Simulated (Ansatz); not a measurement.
A nudged elastic band was laid between two geometries of H$_{4}$SSi$_{2}$ (7 atoms, charge 0, multiplicity 1).

Method: RKS PBE-D4/def2-SVP in Ansatz.

```yaml
movable_images: 5
climbing_image: yes
spring: 5.0 eV/Å²
optimiser: quadratic models (default)
start_path: through a guess of the saddle point
force_threshold: 0.05 eV/Å
iteration_limit: 60
end_points: relaxed
```

Image 0:

```xyz
7
Properties=species:S:1:pos:R:3
Si -0.873 1.040 -1.068
Si 0.070 -0.141 0.560
S 1.438 -1.746 0.141
H -1.304 0.106 -2.176
H -2.106 1.695 -0.482
H 0.499 0.523 1.842
H 2.276 -1.477 1.183
```

Image 6:

```xyz
7
Properties=species:S:1:pos:R:3
Si -0.721 0.899 -0.271
Si 0.257 -0.535 1.414
S 1.367 -1.613 -0.081
H -0.310 0.629 -1.698
H -2.226 0.786 -0.177
H -0.373 2.332 0.063
H 2.006 -2.497 0.749
```

**Question.** Which bonds break or form, and what moves?

**Answer.** Bonds broken: Si2–H6. Bonds formed: Si1–H6.

**Question.** Give the energies along the band, and the barrier.

**Answer.** The forces met the threshold. The highest image is number 2 of 0 to 6, 0.58 eV above the first end and 0.93 eV above the last; the last end lies 0.36 eV below the first. A vibrational analysis at the climbing image gives one clearly imaginary mode, 596i cm⁻¹: a first-order saddle point. The orbitals stay closed-shell, which can raise the energy where a bond breaks towards radicals; this wasn't checked here.

```json
{"image": "0", "path coordinate (Å)": "0.00", "energy (eV)": "0.00", "Si2–H6 (Å)": "1.51", "Si1–H6 (Å)": "3.26"}
{"image": "1", "path coordinate (Å)": "0.97", "energy (eV)": "0.18", "Si2–H6 (Å)": "1.51", "Si1–H6 (Å)": "2.91"}
{"image": "2", "path coordinate (Å)": "1.94", "energy (eV)": "0.58", "Si2–H6 (Å)": "1.59", "Si1–H6 (Å)": "2.18"}
{"image": "3", "path coordinate (Å)": "2.68", "energy (eV)": "0.14", "Si2–H6 (Å)": "1.96", "Si1–H6 (Å)": "1.65"}
{"image": "4", "path coordinate (Å)": "3.42", "energy (eV)": "-0.22", "Si2–H6 (Å)": "2.76", "Si1–H6 (Å)": "1.52"}
{"image": "5", "path coordinate (Å)": "4.16", "energy (eV)": "-0.35", "Si2–H6 (Å)": "3.17", "Si1–H6 (Å)": "1.51"}
{"image": "6", "path coordinate (Å)": "4.89", "energy (eV)": "-0.36", "Si2–H6 (Å)": "3.23", "Si1–H6 (Å)": "1.51"}
```

**Question.** What is the geometry of the highest image?

**Answer.** 
```xyz
7
Properties=species:S:1:pos:R:3:forces:R:3
Si -1.011 0.576 -0.741 -0.01 0.00 0.00
Si 0.006 -0.406 0.998 -0.02 0.01 0.01
S 1.716 -1.436 0.100 0.01 0.00 -0.02
H -1.101 0.474 -2.254 0.00 0.00 0.00
H -2.002 1.623 -0.300 0.00 0.00 0.00
H 0.286 1.161 0.915 0.00 0.00 0.00
H 2.106 -1.992 1.282 0.01 -0.01 0.01
```

**Question.** What are the harmonic wavenumbers there?

**Answer.** 596i, 117, 223, 361, 400, 468, 504, 589, 753, 770, 919, 1750, 2085, 2159, 2608 cm⁻¹.

The band took 11 iterations and of the order of 2 core-minutes.

Time of the run: 2 min on 1 thread of Intel(R) Xeon(R) Processor @ 2.70GHz, on a shared host, peak memory 0.14 GiB.
